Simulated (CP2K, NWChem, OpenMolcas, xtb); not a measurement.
## HBS (hydrogen boron sulfide): the dipole moment, rung by rung

HBS: 3 atoms, total charge 0, spin state singlet. SMILES: `B=S`. The shape is that of a GFN2-xTB optimisation.

```csv
atom,x (Å),y (Å),z (Å)
B,-0.0410,-0.0161,0.1425
S,0.3953,0.1465,-1.3797
H,-0.3543,-0.1304,1.2371
```

Each level gives the dipole moment (D). The values are calculated.

```json
{"level": "PM6", "kind": "semi-empirical", "program": "CP2K", "value (D)": "1.71", "CPU time": "under 2 s"}
{"level": "GFN2-xTB", "kind": "semi-empirical", "program": "xtb", "value (D)": "2.50", "CPU time": "under 2 s"}
{"level": "GFN0-xTB", "kind": "semi-empirical", "program": "xtb", "value (D)": "4.84", "CPU time": "under 2 s"}
{"level": "GFN1-xTB", "kind": "semi-empirical", "program": "xtb", "value (D)": "1.46", "CPU time": "under 2 s"}
{"level": "HF/ANO-S-MB", "kind": "Hartree–Fock", "program": "OpenMolcas", "value (D)": "0.98", "CPU time": "1.7 s"}
{"level": "HF/STO-3G", "kind": "Hartree–Fock", "program": "OpenMolcas", "value (D)": "0.97", "CPU time": "1.5 s"}
{"level": "SVWN5/STO-3G", "kind": "LDA", "program": "OpenMolcas", "value (D)": "0.11", "CPU time": "2.6 s"}
{"level": "PBE/STO-3G", "kind": "GGA", "program": "OpenMolcas", "value (D)": "0.09", "CPU time": "2.6 s"}
{"level": "BPW91/x2c-TZVPall (ZORA)", "kind": "GGA", "program": "NWChem", "value (D)": "1.20", "CPU time": "6 s"}
{"level": "r2SCAN/STO-3G", "kind": "meta-GGA", "program": "OpenMolcas", "value (D)": "0.25", "CPU time": "3 s"}
```

The values span 0.09 to 4.84 D. Magnitudes only. Sets without polarisation functions give poor dipoles. Times are those of the runs behind each value, whatever else they computed, on shared processors of several kinds: orders of magnitude only.
